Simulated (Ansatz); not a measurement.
Energy needed to pull apart SiH4 (SMILES [SiH4]), closed shell, into free ground-state atoms, from the structure below (displaced at random from a GFN2-xTB minimum); no zero-point or spin–orbit terms; open-shell atoms are treated unrestricted, in their ground-state multiplicity.

```
5
angstrom
Si -0.0144 -0.0111 0.0169
H 0.9501 -0.6782 0.8617
H -1.2951 0.0627 0.6502
H -0.0935 -0.7472 -1.2545
H 0.4678 1.3603 -0.2758
```

Ansatz 0.2.0; basis: def2-TZVPP; cores frozen in the correlated methods.

| method | atomization energy (kcal/mol) |
| --- | --- |
| PBE-D4 | 313.5 |
| r2SCAN-D4 | 321.3 |
| B97M-V | 324.8 |
| PBE0-D4 | 315.3 |
| HSE06-D4 | 315.4 |
| wB97M-V | ? |
| HF | 255.5 |
| MP2 | ? |
| CCSD | 317.5 |
| CCSD(T) | 318.3 |

(1) What does MP2 give? (To be estimated.)

(2) What does wB97M-V give? (To be estimated.)

No T1 diagnostic of these runs exceeds 0.011.

Results:

(1) By the calculation: 310.5 kcal/mol, which is about 7.8 kcal/mol less than CCSD(T)/def2-TZVPP.

(2) By the calculation: 324.0 kcal/mol, which is about 5.7 kcal/mol more than CCSD(T)/def2-TZVPP.

In triple zeta the MP2 and coupled-cluster atomization energies are still short of their basis limit by a few kcal/mol a bond, whereas those of the functionals are nearly converged, so these differences are not deviations from converged CCSD(T).

For scale, one of the runs: CCSD(T)/def2-TZVPP forces, 98 basis functions (an equivalent command: `ansatz run in.yaml --threads 4`). The run took about 5 s on 4 CPU threads (shared host).
